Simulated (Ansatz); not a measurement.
`CCCC(C)(C)CC`. The species carries charge 0 and has multiplicity 1. The geometry is a stationary point of PBE0-D4/def2-TZVP. It is one conformer, not always the lowest.

```xyz
26

C     1.474    2.019    1.853
C     1.039    1.346    0.562
C    -0.186    0.467    0.761
C    -0.738   -0.245   -0.482
C    -1.915   -1.115   -0.046
C    -1.248    0.776   -1.496
C     0.331   -1.107   -1.171
C     1.015   -2.149   -0.301
H     1.719    1.278    2.619
H     2.356    2.646    1.703
H     0.678    2.653    2.254
H     1.868    0.748    0.169
H     0.832    2.112   -0.193
H    -0.994    1.079    1.184
H     0.043   -0.284    1.526
H    -1.620   -1.848    0.709
H    -2.340   -1.656   -0.896
H    -2.708   -0.498    0.389
H    -2.005    1.428   -1.050
H    -0.442    1.407   -1.879
H    -1.705    0.272   -2.353
H     1.091   -0.446   -1.600
H    -0.142   -1.606   -2.025
H     0.301   -2.858    0.126
H     1.733   -2.726   -0.888
H     1.563   -1.693    0.526
```

Question: What is the dipole moment at r2SCAN/def2-TZVPP? (An estimate is asked.)

Answer: Computed: 0.11 D, with components (0.08, 0.00, -0.08) D in this frame, pointing from negative to positive charge.

Question: And with PBE, B3LYP, ωB97M-V? (Estimate.)

Answer: Ansatz gave: PBE 0.11 D, B3LYP 0.11 D, ωB97M-V 0.11 D.

Question: Give the Mulliken charges with r2SCAN, ωB97M-V, B3LYP in def2-TZVPP. (An estimate is asked.)

Answer: Ansatz gave: 
```csv
atom,r2SCAN,ωB97M-V,B3LYP
C1,-0.17,-0.33,-0.27
C2,-0.03,-0.13,-0.10
C3,-0.14,-0.24,-0.15
C4,0.46,0.00,0.32
C5,-0.26,-0.32,-0.32
C6,-0.26,-0.32,-0.32
C7,-0.08,-0.20,-0.13
C8,-0.19,-0.32,-0.28
H9,0.04,0.10,0.07
H10,0.04,0.10,0.08
H11,0.04,0.10,0.07
H12,0.02,0.08,0.05
H13,0.03,0.09,0.06
H14,0.02,0.11,0.05
H15,0.03,0.11,0.06
H16,0.05,0.11,0.08
H17,0.05,0.11,0.08
H18,0.04,0.11,0.08
H19,0.05,0.11,0.08
H20,0.05,0.11,0.08
H21,0.04,0.11,0.08
H22,0.02,0.11,0.06
H23,0.02,0.10,0.05
H24,0.05,0.10,0.08
H25,0.04,0.11,0.08
H26,0.04,0.10,0.07
```

B3LYP here is the variant with VWN-RPA as its local correlation; programs differ in this.
